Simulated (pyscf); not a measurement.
PySCF, gas phase, ωB97X-D3(BJ)/def2-SVP geometries. Correlated levels are frozen-core, on RHF or UHF. ΔMP2 is the change of the MP2 total energy from the triple- to the quadruple-zeta basis.

Task: `[OH][GaH][F]` → `[F][Ga]` [singlet] + `[OH2]`
Surface: singlet. Broken: Ga–O, Ga–H. Formed: H–O. Give ΔE‡ and ΔE from CCSD(T)/def2-TZVPP + ΔMP2(QZVPP), relative to the reactant's lowest minimum found.

Result: ΔE‡ = 58.4 kcal/mol, ΔE = +11.2 kcal/mol. Zero-point energy shifts the barrier by -2.2 kcal/mol. It is a 1,1-elimination, with an imaginary mode of 1453i cm⁻¹. On the product side the descent ends in a bound adduct (not fully relaxed), 10.2 kcal/mol under the separated species and 55.8 kcal/mol under the saddle at ωB97X-D3(BJ)/def2-TZVP. This is the saddle that the search found; another between the same sides may lie lower. The CCSD(T) − MP2 part came from Ansatz, without density fitting, on the same reference. The frozen core leaves the outer d or s,p core shells of the metals and heavy elements correlated in the MP2 and CC values, and def2-TZVPP describes them poorly, which can shift differences by a few kcal/mol. Elements up to Kr have no core potential and no relativistic terms here.
